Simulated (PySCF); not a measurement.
Species: C6H8.
SMILES with atom numbers: `[CH2:1]=[CH:2]/[CH:3]=[CH:4]/[CH:5]=[CH2:6]` (hydrogens: H7, H8 on C1; H9 on C2; H10 on C3; H11 on C4; H12 on C5; H13, H14 on C6)

Method used: PySCF, LC-wPBE/def2-SV(P) geometry optimisation, gas phase.

(1) List the bond lengths, angles and torsions at this level.

Results:

(1) 
| bond | length (Å) |
| --- | --- |
| C1=C2, C5=C6 | 1.335 |
| C2–C3, C4–C5 | 1.461 |
| C3=C4 | 1.341 |
| C1–H7, C6–H14 | 1.094 |
| C1–H8, C6–H13 | 1.096 |
| C2–H9, C5–H12 | 1.097 |
| C3–H10, C4–H11 | 1.097 |

Bonds in one row agree within 0.01 Å and their mean is given. A selection of angles:
| angle | degrees |
| --- | --- |
| C2–C1–H7 | 121.6 |
| C2–C1–H8 | 121.3 |
| H7–C1–H8 | 117.1 |
| C1–C2–C3 | 124.3 |
| C1–C2–H9 | 119.4 |
| C3–C2–H9 | 116.3 |
| C2–C3–C4 | 124.2 |
| C2–C3–H10 | 116.7 |
| C4–C3–H10 | 119.2 |

Dihedral angles: C1–C2–C3–C4 180° (antiperiplanar); C2–C3–C4–C5 180° (antiperiplanar); C3–C4–C5–C6 180° (antiperiplanar).

The 6 heavy atoms lie in one plane (0.000 Å rms). Of the pairs four or more bonds apart, H9···H11 is among the closest relative to their van der Waals radii: 2.47 Å, 103 % of the sum of Bondi's values. The C–C distances run from 1.335 Å (C5=C6, drawn double) to 1.461 Å (C2–C3, drawn single), a spread of 0.126 Å.

Point group: C2h (tolerance 0.08 Å). No LC-wPBE/def2-SV(P) frequencies stand behind this structure, so it isn't proved a minimum. The numbers are those of one conformer.
